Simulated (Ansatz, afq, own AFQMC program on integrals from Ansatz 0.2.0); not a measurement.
## Atomization energy of CHO, doublet

```xyz
3

O     0.0000   -0.1013    0.5002
C     0.0000    0.0736   -0.7526
H     0.0000    0.7302    1.0271
```

Connectivity, by distances: OH–C.

Atoms in their ground-state spins without spin–orbit coupling (mostly on UHF) minus the molecule (UHF), without zero-point energy. The geometry is a stationary point, not shown to be a minimum.

Basis cc-pVQZ. Only valence electrons are correlated. AFQMC by an in-house program on the Cholesky factors that Ansatz 0.2.0 writes for its CCSD(T) run. ph-AFQMC/CISD is guided by a CISD state made of CCSD amplitudes; releasing the constraint for a short imaginary time cuts its bias at the price of noise, slowly where states lie close. Free projection: walkers drawn from exp(T), propagated without any constraint. Its projection time is finite, and what remains of the start isn't in its error. ± is one standard error of the sampling. The errors of all members are added in quadrature.

No full CI on the walks' own integrals is used here. The released AFQMC energy serves as the reference, which it does only where one determinant dominates, the energy is flat over the last release times and near the phaseless one (40 meV or 2 meV an electron, half that with transition metals). On small molecules, where full CI could be run and the noise was under 10 meV, such values lay within 10 meV of it in 19 cases of 20, a flattering rate, since the rule was set on those same cases; what remains of the bias isn't in the error bar. Each member takes its own surest rung, up to full CI.

Errors are counted within cc-pVQZ, not against nature.

Cautions: CHO (doublet): the released value is read at 1.62 1/Eh, later times being too noisy (meV from the phaseless value at times in 1/Eh: -14 ± 6 at 0.24, -9 ± 6 at 0.51, -2 ± 6 at 0.99, 1 ± 8 at 1.62, -21 ± 15 at 2.40).

Reference (AFQMC with the constraint released): 10.113 ± 0.008 eV.

```
        level  atomization energy (eV)  error against released AFQMC (eV)
           HF                    6.531                     -3.582 ± 0.008
          MP2                   10.421                      0.308 ± 0.008
         CCSD                    9.848                     -0.264 ± 0.008
      CCSD(T)                   10.123                      0.010 ± 0.008
  ph-AFQMC/HF           10.338 ± 0.052                      0.225 ± 0.052
ph-AFQMC/CISD           10.125 ± 0.007                      0.013 ± 0.011
   free AFQMC           10.120 ± 0.018                      0.007 ± 0.020
```

Correlation beyond CCSD(T) changes it by less than twice the noise. The perturbative (T) step is worth +0.274 eV.

Free projections are given only where their last times agree within the noise and don't stop above the reference; a slow remainder of the start can still hide under it. A walk keeps the symmetry of its determinant, which the program's search chose and which needn't be the lowest solution, so a lower state of the same spin and another symmetry isn't excluded. Released energies are given only where the last usable release times agree within the noise; a slower fall can still hide under it.
